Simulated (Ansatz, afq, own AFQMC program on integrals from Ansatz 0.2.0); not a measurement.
# Where AFQMC and coupled cluster stand for Ge, quintet

A free Ge atom.

Basis cc-pVQZ. Only valence electrons are correlated. Ansatz 0.2.0 and our own AFQMC program on the same integrals; the CISD trial comes from CCSD amplitudes, and released means the phaseless constraint is let go. Error bars are statistical, one sigma. No spin–orbit coupling.

Determinant: UHF, the one that the program's search chose, which needn't be the lowest solution.

Full CI on the same integrals is exact in this basis and with this determinant's frozen core.

Cautions: no relativity below Rb; no spin-orbit coupling; inner d shell frozen; another spin lies lower (by 4.36 eV).

* T1 diagnostic: 0.0023
* weight of the determinant in the CISD state: 0.979
* ⟨S²⟩ of the determinant: 6.002
* size of the correlated space: 4 electrons in 54 orbitals

| level | correlation energy (eV) |
| --- | --- |
| MP2 | -0.5182 |
| CCSD | -0.6891 |
| CCSD(T) | -0.7005 |

(1) Estimate where AFQMC with the constraint released lies against CCSD(T) on the same integrals.

(1) 0.08 ± 0.004 kcal/mol below CCSD(T).

Reference: full CI, correlation energy -0.704 eV. The released energy is read at 2.40 1/Eh (meV from the phaseless value at times in 1/Eh: -0.16 ± 0.18 at 0.24, 0.0 ± 0.3 at 0.51, -0.48 ± 0.18 at 0.99, -0.52 ± 0.11 at 1.62, -0.47 ± 0.17 at 2.40).

| level | E − E(reference) (kcal/mol) | share of correlation (%) |
| --- | --- | --- |
| CCSD(T) | 0.08 | 99.50 |
| CCSDT | 0.00 | 99.99 |
| CCSDT(Q) | 0.00 | 100.00 |
| ph-AFQMC/CISD | 0.01 ± 0.005 | 99.92 |
| released AFQMC | 0.00 ± 0.004 | 99.98 |

CCSDT and higher add their correlation energy to the determinant of the CCSD(T) run, since their own runs factorise the integrals more tightly (a shift of under 2 meV). A walk keeps the symmetry of its determinant, which the program's search chose and which needn't be the lowest solution, so a lower state of the same spin and another symmetry isn't excluded. Released energies are given only where the last usable release times agree within the noise; a slower fall can still hide under it.
